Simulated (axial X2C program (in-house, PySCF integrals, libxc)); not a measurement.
# What spin–orbit coupling does to MgSi⁻

All values were computed with an in-house all-electron X2C program for linear molecules (integrals from PySCF). Spin-free means the one-electron spin-free X2C Hamiltonian; two-component (2c) means X2C with spin–orbit coupling and atomic mean-field two-electron Coulomb and Gaunt terms, so the difference of the two also holds small scalar two-electron terms. Basis: Si dyall-av3z [9s8p3d2f], Mg dyall-av3z [10s9p6d4f] (cores contracted in-house); Gaussian nuclei, density fitting, unrestricted open shells. Masses: Si 27.977 u, Mg 23.985 u.

Spin-free state: M_S = 3/2, Λ = 0 (beyond evenly filled blocks: σα, π+α, π-α); fragments Si- + Mg.

```
    level  Re (Å)  ωe (cm⁻¹)  De (eV)  μ (D)
       HF   2.874      182.2    0.576  -1.15
      MP2   2.721      225.4    0.862    n/a
     CCSD   2.736      223.8    0.854    n/a
  CCSD(T)   2.708      236.7    0.937    n/a
BHandHLYP   2.707      229.8    0.820  -0.51
```

Correlated methods: 7 electrons correlated (number of frozen shells: Si 2 s, 1 p; Mg 2 s, 1 p), 277 virtual spin orbitals or spinors in MP2, 90 natural virtuals in coupled cluster.

Dipoles are positive if Mg is the positive end and refer to the centre of mass.

Two-component determinant lowest at the distance of the search:

Ω = 3/2 (⟨Sz⟩ = 1.50, ⟨Lz⟩ = 0.00 at HF); fragments Si- + Mg.

```csv
level,Re (Å),ωe (cm⁻¹),De (eV),μ (D)
HF,2.874,182.2,0.575,-1.15
MP2,2.722,223.6,0.861,n/a
CCSD,2.737,223.3,0.853,n/a
CCSD(T),2.709,236.3,0.937,n/a
BHandHLYP,2.707,229.7,0.820,-0.51
```

Problem. From the two tables, how do the constants change at the CCSD(T) level (2c against spin-free)?

Solution. At the CCSD(T) level Re is unchanged within 0.001 Å and ωe drops by 0.4 cm⁻¹; De changes by 0.000 eV.

One determinant describes the state; a PBE0 search over occupations chose it and may have missed a lower one. Dissociation energies refer to the lowest single-determinant-based atoms at the same level and basis. Density functionals use the spin component along the axis (collinear). CCSD and (T) use frozen natural virtuals with an MP2 correction for the truncation; (T) itself is uncorrected, so its De runs slightly low. Other states lie close and PBE0, whose exact exchange favours high spin, may order them wrongly; the determinant shown need not be the ground state. The nearest other spin-free determinant of the search, M_S = 1/2, Λ = 0, lies 0.21 eV up at the distance of the search. The functionals have no current-density term, which raises determinants with orbital currents, atoms included. With several unpaired electrons one determinant need not be a pure state. This is the top spin component of a Σ state; components of lower Ω are not single determinants and can lie lower. Hartree–Fock gets electron affinities wrong, so its lowest charge split need not be the true one.
